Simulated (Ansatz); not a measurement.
Reading a saddle point

A first-order saddle point of CH$_{6}$AlCl, singlet, PBE0-D4/def2-TZVP, with one imaginary mode of 486i cm⁻¹:

```xyz
9
angstrom
Al -0.9894 0.4771 0.0157
C 1.0127 0.1589 -0.1052
H -1.7026 0.7080 -1.3769
H -1.4675 1.1096 1.3843
H 0.0213 -1.2120 0.1633
Cl -1.1255 -1.9836 0.3766
H 1.4391 -0.3934 -0.9471
H 1.5691 -0.0808 0.8044
H 1.2429 1.2161 -0.3152
```

Ansatz 0.2.0; basis: def2-TZVPP and def2-QZVPP; cores frozen in the correlated methods. Extrapolation: Hartree–Fock as exp(−7.88 √X), correlation as X^−2.97.

(1) Which contacts change along the imaginary mode, and what lies on either side? (Judge from chemistry; the calculation decides.)

(2) Which side is lower, and how far does the saddle lie above each? (Judge from chemistry; the value comes from the calculation.)

T1 diagnostic: at most 0.010.

Results:

(1) Computed: The step is CH₅Al ([CH3][AlH2]) + HCl → AlH₂Cl ([AlH2][Cl]) + CH₄, with the molecules in contact on both sides. Shortening one way: Al1–Cl6, C2–H5; lengthening the same way: Al1–C2, H5–Cl6.
```
   pair  one side (Å)  saddle (Å)  other side (Å)
Al1–Cl6          2.66        2.49            2.11
  C2–H5          2.87        1.71            1.09
 Al1–C2          1.97        2.03            2.82
 H5–Cl6          1.28        1.40            2.89
```

(2) The calculation gives: The side with Al1–Cl6, C2–H5 short is lower by 38.81 kcal/mol; the saddle lies 46.06 kcal/mol above it and 7.25 kcal/mol above the other (CCSD(T) at an estimated basis limit (MP2 extrapolated from triple and quadruple zeta, plus CCSD(T) − MP2 in triple zeta); electronic energies).

Hydrogen chloride, the by-product of chloride precursors, can attack films and sites by steps of this kind.

Labels in which every atom is bracketed show which atoms are joined, not bond orders.

For scale, one of the runs: CCSD(T)/def2-TZVPP, 199 basis functions, launched by `ansatz run in.yaml --threads 2 --pin off --events-out ev --progress --plain --max-ram 4352MiB`. Time: 44 s of wall clock on 2 CPU threads of an Arm Neoverse V1; the host was shared. Peak host memory: 2.2 GiB.
